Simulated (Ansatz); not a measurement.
**LiH (SMILES [LiH]): the energy, rung by rung**

The species is LiH (2 atoms), meant as a singlet with charge 0. SMILES: `[LiH]`. Geometry: the measured bond length. The run starts from this shape.

```xyz
2

Li    0.0000    0.0000    0.0000
H     0.0000    0.0000    1.5957
```

Quantity: the adiabatic ionisation energy (to the doublet cation, no zero-point term), in eV. The values are calculated.

```
               level                    kind  program  value (eV)  less CCSD(T)/def2-TZVP  CPU time (all runs)
     SVWN5/def2-TZVP                     LDA   Ansatz        7.95                   +0.45                1.7 s
PBE-D3(BJ)/def2-TZVP                     GGA   Ansatz        7.74                   +0.24                2.9 s
    r2SCAN/def2-TZVP                meta-GGA   Ansatz        7.68                   +0.18                4.5 s
  B3LYP-D4/def2-TZVP           global hybrid   Ansatz        8.01                   +0.51                2.8 s
   wB97X-V/def2-TZVP  range-separated hybrid   Ansatz        7.82                   +0.32                9.7 s
   CCSD(T)/def2-TZVP   coupled cluster or CI   Ansatz        7.50                    0.00                2.9 s
```

Differences are taken from CCSD(T)/def2-TZVP for orientation; it has basis-set and higher-order errors of its own. The values span 7.50 to 8.01 eV. CPU times are rough (shared hosts, several kinds of processor): they show what a rung costs within a factor of a few.
